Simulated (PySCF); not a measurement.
Isomers of C6H8, one conformer each; single-point electronic energies without zero-point terms and without any empirical dispersion term.

Computed with PySCF at PBE0/pcSseg-1, non-relativistic, each on one gas-phase PBE0-D3(BJ)/def2-SVP geometry that isn't relaxed in the solvent. The solvent is an IEF-PCM continuum (cavity from Bondi-type radii × 1.2). Specific hydrogen bonds and non-electrostatic terms are outside this model.

```tsv
isomer	relative energy, gas (kcal/mol)	dipole (D)
`C1=CCC=CC1`	0.0	0.00
`C1(C(=C)CC1)=C`	24.6	0.48
```

Q: How do the relative energies look in tetrahydrofuran (ε = 7.426)?

A: 
| isomer | relative energy, solvent (kcal/mol) | E(solvent) − E(gas) (kcal/mol) | dipole in solvent (D) |
| --- | --- | --- | --- |
| `C1=CCC=CC1` | 0.0 | -1.8 | 0.00 |
| `C1(C(=C)CC1)=C` | 24.5 | -2.0 | 0.62 |

The order is unchanged. The gains span 0.2 kcal/mol, the gas-phase energies 24.6 kcal/mol.
